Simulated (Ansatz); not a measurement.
CH2Cl2, singlet: at the start structure of a reaction step.

in.yaml

```yaml
crystal:
  periodic: [false, false, false]
  atoms:
    - {symbol: C, position_ang: [-0.215438, -0.710840, 0.536818]}
    - {symbol: Cl, position_ang: [-0.186278, -0.698060, 2.242809]}
    - {symbol: Cl, position_ang: [-0.735886, -2.238624, -0.016741]}
    - {symbol: H, position_ang: [0.481122, 1.533621, -1.162364]}
    - {symbol: H, position_ang: [0.656480, 2.114003, -1.600521]}
basis:
  gaussian: {orbitals: "def2-QZVPP.json"}
correlation: {method: mp2}
```

The basis file named in the input lies beside it (Basis Set Exchange, JSON).

Command:

```bash
ansatz run in.yaml --threads 2 --pin off --events-out ev --progress --plain --max-ram 4352MiB
```

The run's output (Ansatz 0.2.0):

```
Functional definition: HF
  name "HF"
  cite "Fock, Z. Phys. 61, 126 (1930) doi:10.1007/BF01340294"
  parent pbe
  exchange = exact_x
  correlation = 0
1524 factors; integrals over basis functions are off by at most 9.9e-4 eV
mean field evaluation 1: about -26065.8265 eV, gradient 1.8e1 eV
mean field evaluation 2: about -26065.9565 eV, gradient 1.8e1 eV
mean field evaluation 4: about -26067.1383 eV, gradient 3.1e0 eV
mean field evaluation 8: about -26067.2414 eV, gradient 1.3e-1 eV
mean field -26067.24154496 eV, -957.9534577665 hartree, gradient 2.8e-6 eV, S^2 0.000000; 0 other end points of the search recorded, 0 dependent functions left out; unrestricted orbitals would lower it
mean field evaluation 16: about -26067.3535 eV, gradient 5.2e0 eV
11 core orbitals not correlated: weight in the atoms' cores, before any rotation towards them, 1.000 or more for the frozen orbitals, at most 0.000 for the correlated occupied ones
reference -26067.24154496 eV, -957.9534577665 hartree; 10, 10 occupied and 236, 236 virtual orbitals, 1524 factors
second order -16.30205831 eV of doubles, -0.00000000 eV of singles
Total energy: -26083.54360328 eV, -958.5525473596 hartree
```

The lines “mean field evaluation” count trial sets of orbitals through the whole run, from several starts and some on an approximate energy, so they need not fall steadily or lie above the final value.

Hardware: 2 CPU threads of an Arm Neoverse N1, shared host. Wall time about 10 s.
